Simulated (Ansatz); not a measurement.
# Multireference treatment of C2H4N, doublet

Computed with Ansatz's Gaussian-basis code (development build). Basis cc-pVTZ, nonrelativistic, 3 orbitals frozen in the corrections. State-specific CASSCF; RHF is the lowest restricted (open-shell) Hartree–Fock solution met. No symmetry is imposed, so a solution can break that of the shape. The lowest solution met needn't be the lowest there is, nor hold the orbitals that a chemist would pick.

Geometry:

```tsv
atom	x (Å)	y (Å)	z (Å)
C	0.0000	-1.1284	-0.3908
C	0.0000	0.2721	-0.3536
N	0.0000	1.0393	0.7177
H	0.0000	-1.7118	0.5268
H	0.0000	-1.6701	-1.3313
H	0.0000	0.8016	-1.3101
H	0.0000	0.4429	1.5575
```

**Question.** What do CASSCF and its corrections give against RHF in CAS(3,3), and what are the occupations?

**Answer.** CASSCF -1.131 eV, SC-NEVPT2 -14.315 eV; occupations 1.90, 1.00, 0.10.

**Question.** How do single-reference totals in the same basis and frozen core stand against SC-NEVPT2 in CAS(3,3)?

**Answer.** CCSD(T) -1.296 eV. Coupled cluster stands on the determinant that it favours, which can lie over the RHF solution above, and is in doubt where the occupations are far from 0, 1 and 2.

**Question.** Roughly how much CPU time does a whole run from the default start take (median of such runs, summed over threads; nearly all runs on one pinned thread of a shared server, mostly Xeon at 2.3 to 2.6 GHz, by a development driver)?

**Answer.** CAS(3,3): about 51 s. Other jobs ran beside these, and the count of passes differs.
